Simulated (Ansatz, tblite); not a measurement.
**InI3: rung by rung**

One table from this session's results is given with a row withheld; the runs are named, their logs left out.

Program: Ansatz 0.2.0, Gaussian basis. Level of theory: as each input shows. These are calculated values, not measurements.

Levels to be run: GFN1-xTB, GFN2-xTB, PBE-D4/def2-TZVP, r2SCAN-D4/def2-TZVP, r2SCANh-D4/def2-TZVP, HSE06-D4/def2-TZVP, BLYP-D4/def2-TZVP, B2PLYP/def2-TZVP, r2SCAN0-D4/def2-TZVP, revPBE-D4/def2-TZVP, LDA/def2-TZVP, PBE-D4/def2-SVP, PBE0-D4/def2-SVP, CCSD(T)/def2-SVP, MP2/def2-TZVP, RPA/def2-TZVP.

2 further runs of the same task are left out: 2 set aside as unsound or not needed.

**The structure**

The singlet was relaxed beforehand with PBE0-D4/def2-SVP.

4 atoms, charge 0, spin multiplicity 1.

Bond lengths: In1–I2 2.657 Å, In1–I3 2.657 Å, In1–I4 2.657 Å. Angles: I2–In1–I3 120.0°, I2–In1–I4 120.0°, I3–In1–I4 120.0°.

I, In take a core potential in the def2 sets. No spin-orbit coupling is included.

PBE0-D4/def2-TZVP was run before; its log isn't repeated, and its numbers join the tables.

Set-up of the first run:

Tight binding, by tblite at 300 K electronic temperature and without a spin-polarisation term:

```python
tblite.interface.Calculator('GFN1-xTB', numbers, positions, charge=0, uhf=0).singlepoint()
```

Tight binding, by tblite at 300 K electronic temperature and without a spin-polarisation term:

```python
tblite.interface.Calculator('GFN2-xTB', numbers, positions, charge=0, uhf=0).singlepoint()
```

start.molden holds the orbitals of an earlier run on this state, given as this run's starting guess.

The input, in.yaml:

```yaml
crystal:
  periodic: [false, false, false]
  atoms:
    - {symbol: In, position_ang: [0.000001, 0.000090, 0.000095]}
    - {symbol: I, position_ang: [2.656429, -0.027312, 0.012777]}
    - {symbol: I, position_ang: [-1.304644, 2.314211, -0.017168]}
    - {symbol: I, position_ang: [-1.351785, -2.286989, 0.004296]}
basis:
  gaussian: {orbitals: def2-TZVP, initial_orbitals: start.molden}
hamiltonian: {xc: pbe, dispersion: d4}
scf: {omitted_lower_state_checks: [starts]}
output: {orbitals: {seedname: orbitals}}
```

The run is started by

```console
> ansatz run in.yaml --threads 2 --pin off --events-out ev --progress --plain --max-ram 22528MiB --backend cpu
```

Steps of the session up to this table: PBE-D4/def2-TZVP; r2SCAN-D4/def2-TZVP; r2SCANh-D4/def2-TZVP; HSE06-D4/def2-TZVP; BLYP-D4/def2-TZVP; B2PLYP/def2-TZVP; r2SCAN0-D4/def2-TZVP; revPBE-D4/def2-TZVP; LDA/def2-TZVP; PBE-D4/def2-SVP; PBE0-D4/def2-SVP; CCSD(T)/def2-SVP; MP2/def2-TZVP; RPA/def2-TZVP.

One of the session's tables, all rows but one given; the rest of the session is left out.

| level | HOMO (eV) | LUMO (eV) | gap (eV) |
| --- | --- | --- | --- |
| LDA/def2-TZVP | ? | ? | ? |
| PBE-D4/def2-SVP | -6.62 | -3.83 | 2.79 |
| PBE-D4/def2-TZVP | -6.71 | -3.86 | 2.85 |
| revPBE-D4/def2-TZVP | -6.66 | -3.76 | 2.90 |
| BLYP-D4/def2-TZVP | -6.51 | -3.77 | 2.74 |
| r2SCAN-D4/def2-TZVP | -7.02 | -3.75 | 3.28 |
| r2SCANh-D4/def2-TZVP | -7.43 | -3.49 | 3.95 |
| PBE0-D4/def2-SVP | -7.80 | -3.16 | 4.64 |
| PBE0-D4/def2-TZVP | -7.85 | -3.15 | 4.70 |
| r2SCAN0-D4/def2-TZVP | -8.05 | -3.09 | 4.96 |
| HSE06-D4/def2-TZVP | -7.46 | -3.51 | 3.95 |

**Question.** Estimate the row for LDA/def2-TZVP.

**Answer.** HOMO (eV): -6.88; LUMO (eV): -4.16; gap (eV): 2.72. In the column «HOMO (eV)» it lies between r2SCAN-D4/def2-TZVP (-7.02) and PBE-D4/def2-TZVP (-6.71).
